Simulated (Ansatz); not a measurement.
Results of r²SCAN (Ansatz, a first-principles code, plane waves, PAW) for fcc Al.

Run with plane-wave cutoff 500 eV, 3×3×3 k mesh, Fermi–Dirac smearing 0.1 eV, cell of 256 sites, scalar-relativistic PAW data made under PBE.

Q: Predict the vacancy formation energy and vacancy formation energy before relaxation.

A: 
- vacancy formation energy = 0.84 eV
- vacancy formation energy before relaxation = 0.87 eV

Measured, for comparison: vacancy formation energy 0.66 eV (no zero-point or thermal correction, monovacancy; as tabulated in Garrity and Choudhary (2023), arXiv:2112.11585). Computed (rounded) less measured: vacancy formation energy +0.18 eV.

Note: energies are extrapolated to zero smearing, and mesh and cell size move such values by some hundredths of an eV or more.

Static lattice: no zero-point or thermal effects.
